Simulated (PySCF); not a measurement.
## Chlorine: highly charged ions in a basis for the neutral atom

Cl⁹⁺ [He] 2s2 2p4, Cl¹⁰⁺ [He] 2s2 2p3. Computed with PySCF 2.14 in cc-pVDZ-DK, with scalar relativity by spin-free X2C-1e. No spin-orbit coupling, so a gap to NIST mixes the basis error with missing relativistic terms.

Changed run: basis of the neutral atom used for a highly charged ion. This setting is unsound on purpose.

```tsv
species	method	sound run (hartree)	changed run (hartree)	converged
Cl⁹⁺	UHF	not run	-418.40395	yes
Cl⁹⁺	B3LYP	not run	-418.66126	yes
Cl⁹⁺	M06-2X	not run	-418.69838	yes
Cl¹⁰⁺	UHF	not run	-401.47336	yes
Cl¹⁰⁺	B3LYP	not run	-401.63945	yes
Cl¹⁰⁺	M06-2X	not run	-401.70704	yes
```

Ionisation energy of Cl⁹⁺:

| method | changed run (eV) | NIST (eV) |
| --- | --- | --- |
| UHF | 460.70 | 456.7 ± 0.4 |
| B3LYP | 463.19 | 456.7 ± 0.4 |
| M06-2X | 462.36 | 456.7 ± 0.4 |

The contracted functions were made for the neutral atom and can be too rigid for a highly charged ion.
